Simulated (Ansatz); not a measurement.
# BSiNH (sextet): from Hartree-Fock to the top rungs, cc-pVDZ

An exercise on one series of results from a longer session: the logs are not shown, and one member is left open.

Computed with Ansatz 0.2.0, Gaussian basis. Level: cc-pVDZ, core rule «outside noble gas», up to 7 orbitals frozen.

Plan: UHF; CCSD(T) on ROHF; CCSD(T) on UHF; BCCD(T) on ROHF; CISD as a restricted active space (open shells left free, so some higher excitations enter); CCSDT(Q) on ROHF; CCSDT(Q) on UHF; CASSCF and MRCISD+Q, 13 electrons in 11 orbitals; CASSCF and NEVPT2, 13 electrons in 11 orbitals.

18 further runs of the same task are left out: 8 that didn't finish, 10 set aside as unsound or not needed. Runs told in other sessions of the task aren't counted.

### The geometry

The geometry is a PBE0/def2-TZVP stationary point (not a proven minimum) of the parent state, kept for this charge and spin.

4 atoms, charge 0, spin multiplicity 6.

Atoms are counted from 1 here; the program's logs count them from 0.

Bond lengths: B1–Si2 1.920 Å, Si2–N3 1.668 Å, Si2–H4 1.486 Å. Angles: B1–Si2–N3 121.8°, B1–Si2–H4 115.6°, N3–Si2–H4 122.6°.

The first run:

Contents of in.yaml:

```yaml
crystal:
  periodic: [false, false, false]
  atoms:
    - {symbol: B, position_ang: [0.000000, -0.564500, 1.717940]}
    - {symbol: Si, position_ang: [0.000000, 0.370053, 0.040934]}
    - {symbol: N, position_ang: [0.000000, -0.439646, -1.417676]}
    - {symbol: H, position_ang: [0.000000, 1.852957, 0.133591]}
basis:
  gaussian: {orbitals: cc-pVDZ}
magnetization: {spin_polarized: true, initial_magnetization: 5}
hamiltonian: {xc: hf}
output: {orbitals: {seedname: orbitals}}
```

Started as:

```
> ansatz run in.yaml --threads 1 --pin off --events-out ev --progress --plain --max-ram 2393MiB
```

Steps of the session up to this table: UHF; CCSD(T) on ROHF; CCSD(T) on UHF; BCCD(T) on ROHF; CISD as a restricted active space (open shells left free, so some higher excitations enter); CCSDT(Q) on ROHF; CCSDT(Q) on UHF; CASSCF and MRCISD+Q, 13 electrons in 11 orbitals; CASSCF and NEVPT2, 13 electrons in 11 orbitals.

One table of the session follows, with a row left open; its other results are not shown here.

```
           method  from UCCSDT(Q) (meV)
             ROHF               +7242.2
              UHF               +7047.2
             RMP2               +1415.0
             UMP2               +1431.5
             CISD                +801.1
            RCCSD                +266.5
            UCCSD                     ?
         RCCSD(T)                 +62.4
         UCCSD(T)                 +61.4
          BCCD(T)                 +61.8
           RCCSDT                 +16.0
           UCCSDT                 +14.5
        RCCSDT(Q)                  +2.1
        UCCSDT(Q)                     0
  CASSCF frontier               +6264.5
  NEVPT2 frontier               +1623.6
  MRCISD frontier                +680.4
MRCISD+Q frontier                +127.2
```

Estimate the missing values for UCCSD.

**Answer.** from UCCSDT(Q) (meV): +262.2. In the column «from UCCSDT(Q) (meV)» it lies between MRCISD+Q frontier (+127.2) and RCCSD (+266.5).

To keep in mind: Restricted and unrestricted rows rest on different reference determinants; a gap between their highest levels can come from leftover correlation error, from unlike frozen cores or from another state.
